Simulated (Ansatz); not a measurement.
FeNi (P4/mmm)

All numbers below come from DFT PBEsol, scalar-relativistic, plane waves, PAW (Ansatz 0.2.0).

Cutoff 420 eV; k points 16×16×12 on the computed 2-atom cell (Γ-centred); Gaussian smearing, width 0.10 eV; collinear spin from starting moments 2.79 0.75 μB.

The structure is relaxed at this level of theory with its symmetry kept. Whether it is the stable form of this composition wasn't checked.

It takes space group P4/mmm (No. 123, tetragonal). The conventional cell has a = 2.468 Å, b = 2.468 Å, c = 3.533 Å, α = 90.00°, β = 90.00°, γ = 90.00°. Fe (site symmetry 4/mmm) is surrounded by 4 Fe at 2.47 Å and 8 Ni at 2.48 Å. Around Ni (site symmetry 4/mmm) lie 4 Ni at 2.47 Å and 8 Fe at 2.48 Å.

```json
{
  "Volume per atom": "10.76 Å³",
  "Formation energy from the elements' standard states (uncorrected)": "-0.056 eV/atom",
  "Kohn–Sham band gap": "none (metal)",
  "Density of states at the Fermi level": "1.25 states/eV per cell",
  "Löwdin character within 0.5 eV of the Fermi level": "Fe 3d 55 %, Ni 3d 35 %",
  "Bulk modulus": "204 GPa",
  "Its pressure derivative": "4.2",
  "Bader charges (e)": "Fe (1 in the cell) 0.24, Ni (1 in the cell) -0.24",
  "Total moment": "3.15 μB per cell",
  "Site moments (μB; atoms counted from 1 over the whole cell)": "Fe (atom 1) 2.54, Ni (atom 2) 0.68"
}
```

Only this magnetic start was tried.